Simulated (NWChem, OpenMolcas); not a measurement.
# How basis sets differ on SiF2 (SMILES F[Si]F)

SiF2 has 3 atoms, charge 0, and is taken as a singlet. SMILES: `F[Si]F`. Geometry: relaxed at PBE0-D4/def2-TZVP.

| atom | x (Å) | y (Å) | z (Å) |
| --- | --- | --- | --- |
| F | 0.1663 | 1.2468 | 0.2294 |
| Si | -0.5949 | -0.0464 | -0.3301 |
| F | 0.4286 | -1.2004 | 0.1007 |

Quantity: the dipole moment, in D. The values are calculated.

```tsv
level	kind	program	value (D)	CPU time
SVWN5/3-21G	LDA	OpenMolcas	0.54	3.2 s
SVWN5/6-31G	LDA	NWChem	1.27	2 s
SVWN5/6-31G** (spherical functions)	LDA	NWChem	0.72	3.4 s
SVWN5/6-311G**	LDA	NWChem	1.12	3 s
SVWN5/def2-TZVP	LDA	OpenMolcas	1.06	25 s
```

The values span 0.54 to 1.27 D. Magnitudes only: a small dipole may point the other way at some levels. Sets without polarisation functions give poor dipoles. Times are those of the runs behind each value, whatever else they computed, on shared processors of several kinds: orders of magnitude only.
